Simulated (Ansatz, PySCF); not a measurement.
Dissociation curve of Li₂, singlet.

- RHF/LANL2DZ = restricted Hartree-Fock/LANL2DZ (PySCF)
- UCCSD = CCSD on UHF/cc-pVDZ, frozen core (Ansatz, a program for electronic structure)
- UMP2 = MP2 on UHF/cc-pVDZ, frozen core (Ansatz)

Total energies in hartree (comparable only within one method and basis):

```json
[
 {"R / Å": "2.04", "RHF/LANL2DZ": "-14.84173", "UCCSD": "-14.87963", "UMP2": "-14.85906"},
 {"R / Å": "2.21", "RHF/LANL2DZ": "-14.85400", "UCCSD": "-14.89001", "UMP2": "-14.87033"},
 {"R / Å": "2.37", "RHF/LANL2DZ": "-14.86153", "UCCSD": "-14.89608", "UMP2": "-14.87745"},
 {"R / Å": "2.43", "RHF/LANL2DZ": "-14.86353", "UCCSD": "-14.89760", "UMP2": "-14.87940"},
 {"R / Å": "2.61", "RHF/LANL2DZ": "-14.86737", "UCCSD": "-14.90021", "UMP2": "-14.88332"},
 {"R / Å": "2.67", "RHF/LANL2DZ": "-14.86804", "UCCSD": "-14.90054", "UMP2": "-14.88409"},
 {"R / Å": "2.74", "RHF/LANL2DZ": "-14.86851", "UCCSD": "-14.90064", "UMP2": "-14.88467"},
 {"R / Å": "2.84", "RHF/LANL2DZ": "-14.86866", "UCCSD": "-14.90034", "UMP2": "-14.88445"},
 {"R / Å": "2.89", "RHF/LANL2DZ": "-14.86853", "UCCSD": "-14.90002", "UMP2": "-14.88404"},
 {"R / Å": "2.99", "RHF/LANL2DZ": "-14.86795", "UCCSD": "-14.89910", "UMP2": "-14.88304"},
 {"R / Å": "3.15", "RHF/LANL2DZ": "-14.86625", "UCCSD": "-14.89702", "UMP2": "-14.88112"},
 {"R / Å": "3.45", "RHF/LANL2DZ": "-14.86135", "UCCSD": "-14.89192", "UMP2": "-14.87722"},
 {"R / Å": "3.72", "RHF/LANL2DZ": "-14.85585", "UCCSD": "-14.88688", "UMP2": "-14.87405"},
 {"R / Å": "4.10", "RHF/LANL2DZ": "-14.84748", "UCCSD": "-14.88023", "UMP2": "-14.87061"},
 {"R / Å": "4.59", "RHF/LANL2DZ": "-14.83679", "UCCSD": "-14.87364", "UMP2": "-14.86783"},
 {"R / Å": "4.91", "RHF/LANL2DZ": "-14.83027", "UCCSD": "-14.87069", "UMP2": "-14.86676"},
 {"R / Å": "5.36", "RHF/LANL2DZ": "-14.82192", "UCCSD": "-14.86804", "UMP2": "-14.86586"},
 {"R / Å": "6.04", "RHF/LANL2DZ": "-14.81120", "UCCSD": "-14.86613", "UMP2": "-14.86525"},
 {"R / Å": "6.78", "RHF/LANL2DZ": "-14.80191", "UCCSD": "-14.86535", "UMP2": "-14.86500"},
 {"R / Å": "7.45", "RHF/LANL2DZ": "-14.79528", "UCCSD": "-14.86509", "UMP2": "-14.86492"},
 {"R / Å": "8.23", "RHF/LANL2DZ": "-14.78927", "UCCSD": "-14.86496", "UMP2": "-14.86488"}
]
```

The restricted form behind RHF/LANL2DZ keeps the bonding electrons paired and can't separate into open-shell fragments. The unrestricted determinant behind UCCSD, UMP2 is spin-contaminated at 2.04 to 8.23 Å (<S²> up to 1.0, against 0.00 for a pure singlet). With two correlated electrons CCSD is exact in the basis where it finds the lowest root (UCCSD).
